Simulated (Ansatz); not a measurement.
Input file:

```yaml
crystal:
  periodic: [false, false, false]
  atoms:
    - {symbol: C, position_ang: [0.000000, 0.000000, 0.879033]}
    - {symbol: C, position_ang: [0.000000, -0.650545, -0.478068]}
    - {symbol: C, position_ang: [0.000000, 0.650545, -0.478068]}
    - {symbol: H, position_ang: [0.912438, 0.000000, 1.477121]}
    - {symbol: H, position_ang: [-0.912438, 0.000000, 1.477121]}
    - {symbol: H, position_ang: [0.000000, -1.584098, -1.017735]}
    - {symbol: H, position_ang: [0.000000, 1.584098, -1.017735]}
basis:
  gaussian: {orbitals: STO-3G}
magnetization: {spin_polarized: false}
correlation: {method: ccsdtq, electrons: outside_noble_gas}
```

```sh
$ ansatz run in.yaml --threads 1 --pin off --events-out ev --progress --plain --max-ram 4160MiB --backend cpu
```

The program prints:

```
352 factors; integrals over basis functions are off by at most 2.4e-8 eV
mean field evaluation 1: about -3112.3549 eV, gradient 1.1e1 eV
mean field evaluation 2: about -3112.4386 eV, gradient 1.1e1 eV
mean field evaluation 4: about -3112.9803 eV, gradient 2.0e-1 eV
mean field evaluation 8: about -3112.9801 eV, gradient 3.1e-4 eV
mean field -3112.98014600 eV, -114.3999103117 hartree, gradient 1.6e-6 eV, S^2 0.000000; 0 other end points of the search recorded, 0 dependent functions left out; unrestricted orbitals would lower it
mean field evaluation 16: about -3112.9303 eV, gradient 2.5e0 eV
3 core orbitals not correlated: weight in the atoms' cores, before any rotation towards them, 1.000 or more for the frozen orbitals, at most 0.000 for the correlated occupied ones
reference -3112.98014600 eV, -114.3999103117 hartree; 8, 8 occupied and 8, 8 virtual orbitals, 352 factors
second order -4.92923962 eV of doubles, -0.00000000 eV of singles
cycle   1  -5.66001310 eV  change   -7.3e-1 eV  update   7.1e-2
cycle   2  -6.16302297 eV  change   -5.0e-1 eV  update   3.3e-2
cycle   3  -6.19442703 eV  change   -3.1e-2 eV  update   1.1e-2
cycle   4  -6.20150804 eV  change   -7.1e-3 eV  update   4.7e-3
cycle   5  -6.20462005 eV  change   -3.1e-3 eV  update   1.3e-3
cycle   6  -6.20381577 eV  change    8.0e-4 eV  update   4.7e-4
cycle   7  -6.20342219 eV  change    3.9e-4 eV  update   1.4e-4
cycle   8  -6.20349519 eV  change   -7.3e-5 eV  update   5.2e-5
cycle   9  -6.20351789 eV  change   -2.3e-5 eV  update   1.3e-5
cycle  10  -6.20351340 eV  change    4.5e-6 eV  update   5.1e-6
cycle  11  -6.20351837 eV  change   -5.0e-6 eV  update   1.9e-6
cycle  12  -6.20351952 eV  change   -1.1e-6 eV  update   4.7e-7
Total energy: -3119.18366552 eV, -114.6278854491 hartree
```

For the same geometry and basis full CI lies 0.8 meV lower.

Ran on 1 thread of AMD EPYC 7R13, shared host: 12 s wall, 0.35 GiB peak host memory.
